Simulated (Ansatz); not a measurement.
# CH3NO2: the cost of one run

Computed with Ansatz 0.2.0, driven from Python. The levels of theory stand in the script.

**1. Starting point**

Bond lengths: N1–C2 1.215 Å, C2–O3 1.296 Å, C2–O4 1.328 Å, N1–H5 1.082 Å, O3–H6 0.985 Å, O4–H7 0.993 Å. Angles: N1–C2–O3 119.7°, N1–C2–O4 129.5°, O3–C2–O4 110.8°, C2–N1–H5 110.4°, C2–O3–H6 108.1°, C2–O4–H7 108.3°.

No structure file is read: the coordinates are typed or built in the script.

**2. The script**

methods.py

```python
"""CH3NO2 at several levels of theory."""

import ansatz as az
from rdkit import Chem
from rdkit.Chem import AllChem

# start geometry from RDKit
rd = Chem.AddHs(Chem.MolFromSmiles("N=C(O)O"))
AllChem.EmbedMolecule(rd, randomSeed=427)
AllChem.UFFOptimizeMolecule(rd)
ch3no2 = az.Crystal.molecule()
for atom, xyz in zip(rd.GetAtoms(), rd.GetConformer().GetPositions()):
    ch3no2 = ch3no2.atom(atom.GetSymbol(), xyz.round(5).tolist())

job = ch3no2.calculation().basis(gaussian="cc-pVDZ")

methods = ["mp2", "ccsd", "ccsd_t"]
reports = [job.correlation(m).run(threads=1).report for m in methods]
print(f"Hartree-Fock reference {reports[0]['reference_energy_ev'] / 27.211386246:.6f} Ha")
best = reports[-1]["free_energy_ev"] - reports[-1]["reference_energy_ev"]
for method, each in zip(methods, reports):
    gained = each["free_energy_ev"] - each["reference_energy_ev"]
    print(f"{method:8s} total {each['free_energy_ev'] / 27.211386246:.6f} Ha  correlation {gained:9.4f} eV  ({100 * gained / best:.1f} % of the last)")
```

**3. The input behind the calls**

The package turns the script's settings into the engine's input (first run):

```yaml
crystal:
  periodic: [false, false, false]
  atoms:
    - { symbol: "N", position_ang: [-0.24548, 1.09055, 0.11644] }
    - { symbol: C, position_ang: [-0.102, -0.19623, 0.09635] }
    - { symbol: O, position_ang: [-1.18888, -1.01235, -0.19867] }
    - { symbol: O, position_ang: [1.13458, -0.77683, 0.36811] }
    - { symbol: H, position_ang: [0.55443, 1.72529, 0.33501] }
    - { symbol: H, position_ang: [-2.10013, -0.61759, -0.40034] }
    - { symbol: H, position_ang: [1.94748, -0.21282, 0.5868] }
basis:
  gaussian:
    orbitals: cc-pVDZ
correlation:
  method: mp2
```

**4. Running it**

Launch:

```bash
$ python methods.py
```

What time and memory should one allow on 1 thread of Arm Neoverse V1, shared host?

About 5 s, with a peak of 0.3 GiB.
